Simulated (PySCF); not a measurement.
Boron: a sound run and one with changed settings

Sound run: B [He] 2s2 2p1, B⁺ [He] 2s2. Computed with PySCF 2.14 in cc-pVTZ (4s3p2d1f, 30 functions), with the non-relativistic Hamiltonian (point nucleus). The sound run starts from symmetry-adapted Hartree-Fock orbitals and uses a fine grid where one is needed.

Changed run: 6 angular points. This setting is unsound on purpose.

```
species  method  sound run (hartree)  changed run (hartree)  converged
      B     UHF            -24.53207              -24.53207        yes
      B    BP86            -24.64995              -25.07008        yes
      B   M06-L            -24.65144              -24.53335         no
     B⁺     UHF            -24.23668              -24.23668        yes
     B⁺    BP86            -24.32855              -24.32855        yes
     B⁺   M06-L            -24.33659              -24.33659        yes
```

Ionisation energy of B:

```
method  sound run (eV)  changed run (eV)
   UHF           8.038             8.038
```

A coarse angular grid integrates products of high-l functions wrongly, so density functionals can shift, and the SCF can exploit the error; Hartree-Fock and MP2 need no grid.

For comparison, NIST gives 8.298 eV between the lowest levels.
